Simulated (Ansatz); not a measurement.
in.yaml

```yaml
crystal:
  periodic: [false, false, false]
  atoms:
    - {symbol: Ge, position_ang: [0.000000, -0.062489, 1.201709]}
    - {symbol: Ge, position_ang: [0.000000, 0.062489, -1.201709]}
    - {symbol: H, position_ang: [0.000000, 1.452439, 1.654456]}
    - {symbol: H, position_ang: [0.000000, -1.452439, -1.654456]}
basis:
  gaussian: {orbitals: cc-pVTZ}
magnetization: {spin_polarized: false, initial_magnetization: 2}
correlation: {method: sc_nevpt2, electrons: outside_noble_gas, active_space: {window: {electrons: 10, orbitals: 10}, shells: [{species: Ge, l: s, shell: 4}, {species: Ge, l: p, shell: 4}, {species: H, l: s, shell: 1}]}}
```

```sh
$ ansatz run in.yaml --threads 2 --pin off --events-out ev --progress --plain --max-ram 16896MiB --backend cuda --devices 0, --max-vram 18GiB
```

Log:

```
1334 factors; integrals over basis functions are off by at most 2.1e-7 eV
mean field evaluation 1: about -112978.6288 eV, gradient 8.2e0 eV
mean field evaluation 2: about -112978.6306 eV, gradient 8.2e0 eV
mean field evaluation 4: about -112979.1592 eV, gradient 1.4e0 eV
mean field evaluation 8: about -112979.1658 eV, gradient 1.6e-3 eV
mean field evaluation 16: about -112979.1673 eV, gradient 1.4e-1 eV
mean field evaluation 32: about -112979.1658 eV, gradient 1.0e-2 eV
mean field -112979.16863847 eV, -4151.9078674330 hartree, gradient 1.7e-6 eV, S^2 2.000000; 6 other end points of the search recorded, 0 dependent functions left out
reference -112979.16863847 eV, -4151.9078674330 hartree; 34, 32 occupied and 80, 82 virtual orbitals, 1334 factors
state -112981.24416733 eV, -4151.9841417117 hartree
state -112981.24416733 eV, -4151.9841417117 hartree; corrected -112984.52249392 eV, -4152.1046179916 hartree
Total energy: -112984.52249392 eV, -4152.1046179916 hartree
Checks for a lower state left out: starts, orbital_swaps
```

Natural occupations: 1.9859 1.9753 1.9647 1.9169 1.0242 0.9735 0.0664 0.0389 0.0302 0.0239.

Ran on 2 threads of AMD EPYC 7R13 with a shared H100 80 GB, shared host: 9.5 s wall, 0.92 GiB peak host memory.
